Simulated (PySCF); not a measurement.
[S3]+: from structure and modes to constants

Level of theory: UPBE0 in PySCF with S def2-TZVP; no relativity; density-fitted integrals.

The doublet minimum has C2v symmetry. Masses (u): S 31.97207.

```xyz
3
charge 1 multiplicity 2, angstrom
S     0.0000    0.0000   -0.8198
S     1.4639    0.0000    0.4099
S    -1.4639    0.0000    0.4099
```

Harmonic wavenumbers (cm⁻¹): 237.0 (a1, ×1), 565.1 (b2, ×1), 680.0 (a1, ×1).

Problem. Find the principal moments of inertia and the rotational constants. What kind of rotor is it?

Solution. About the centre of mass I = 32.235, 137.04, 169.27 u Å². With B = 16.8576/I this gives 0.523, 0.123, 0.09959 cm⁻¹. The molecule is an asymmetric top with κ = -0.89.

Problem. What is the harmonic zero-point energy?

Solution. Half the sum of all 3 wavenumbers, 1482/2 = 741 cm⁻¹, which is 8.9 kJ/mol (1 cm⁻¹ = 0.0119627 kJ/mol).

Problem. Find the vibrational entropy and heat capacity at 298.15 K.

Solution. With u = 1.43878 ω/T, each mode gives S = R[u/(eᵘ−1) − ln(1−e⁻ᵘ)] and C = R u² eᵘ/(eᵘ−1)².
```json
{"ω (cm⁻¹)": "237.0", "u": "1.143", "S (J/(mol K))": "7.64", "C (J/(mol K))": "7.46"}
{"ω (cm⁻¹)": "565.1", "u": "2.727", "S (J/(mol K))": "2.15", "C (J/(mol K))": "4.63"}
{"ω (cm⁻¹)": "680.0", "u": "3.281", "S (J/(mol K))": "1.38", "C (J/(mol K))": "3.63"}
```
The sums over all modes are S = 11.2 and C = 15.7 J/(mol K); the softest mode gives 68 % of the entropy.

Problem. Give the standard entropy (298.15 K, 1 bar) by its translational, rotational, vibrational and spin parts, and Cp.

Solution. Sackur–Tetrode with M = 95.92 u gives 165.8; rotation with symmetry number 2 gives 99.0; vibration 11.2; spin R ln 2 = 5.8. The total is 281.7 J/(mol K), and Cp = 4 R + 15.7 = 49.0 J/(mol K).

This need not be the most stable arrangement of these atoms.
